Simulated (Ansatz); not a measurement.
```yaml
crystal:
  periodic: [false, false, false]
  atoms:
    - {symbol: Ge, position_ang: [-1.018531, -0.139044, -0.001135]}
    - {symbol: Si, position_ang: [1.276978, 0.093322, 0.001087]}
    - {symbol: N, position_ang: [2.815066, 0.429314, 0.003325]}
    - {symbol: H, position_ang: [-1.297975, 1.454323, 0.005334]}
basis:
  gaussian: {orbitals: def2-TZVP}
magnetization: {spin_polarized: true, initial_magnetization: 2}
hamiltonian: {xc: pbe0}
relax: {f_tol: 0.004, max_steps: 80}
```

```sh
$ ansatz run in.yaml --threads 1 --pin off --events-out ev --progress --plain --max-ram 2176MiB
```

Steps of the relaxation (energy above the last step; positions in Å, forces in eV/Å):

```
4
step 1, 540.7 meV
Ge   -1.019   -0.139   -0.001   -0.261    0.328    0.001
Si    1.277    0.093    0.001   -1.468    0.100    0.000
N     2.815    0.429    0.003    1.534    0.120    0.001
H    -1.298    1.454    0.005    0.196   -0.548   -0.002
```

```
4
step 2, 429.0 meV
Ge   -1.046   -0.156   -0.001    0.092   -0.218   -0.001
Si    1.241    0.235    0.002   -1.192    0.066    0.000
N     2.843    0.357    0.003    1.062    0.005    0.001
H    -1.262    1.403    0.005    0.039    0.147    0.001
```

```
4
step 3, 440.0 meV
Ge   -1.051   -0.207   -0.001    0.231   -0.042    0.000
Si    1.185    0.422    0.002    1.138   -0.450   -0.001
N     2.866    0.255    0.003   -1.311    0.271    0.000
H    -1.225    1.368    0.005   -0.058    0.220    0.001
```

```
4
step 6, 349.0 meV
Ge   -1.118   -0.248   -0.002   -0.045    0.037    0.000
Si    1.115    0.312    0.002    0.195   -0.178   -0.001
N     2.768    0.395    0.003   -0.290    0.141    0.000
H    -0.989    1.378    0.005    0.140    0.000    0.000
```

```
4
step 10, 22.0 meV
Ge   -1.323   -0.261   -0.002   -0.023   -0.045    0.000
Si    0.908    0.104    0.001    0.528   -0.336   -0.001
N     2.431    0.768    0.005   -0.132   -0.060    0.000
H    -0.242    1.227    0.005   -0.373    0.441    0.002
```

```
4
step 15, 0.0 meV
Ge   -1.310   -0.256   -0.002   -0.002    0.000    0.000
Si    0.933    0.087    0.001    0.001    0.001    0.000
N     2.447    0.756    0.004    0.001    0.000    0.000
H    -0.295    1.252    0.005    0.000    0.000    0.000
```

Close pairs at the end: Si2–N3 1.655 Å, Si2–H4 1.693 Å, Ge1–H4 1.818 Å, Ge1–Si2 2.269 Å.

A stationary point of unrestricted PBE0 after 15 steps, with ⟨S²⟩ = 2.058 against 2.00 for a pure state; no frequencies were run, so it isn't proven a minimum. 3.3 min on 1 thread of Arm Neoverse V2, shared host.
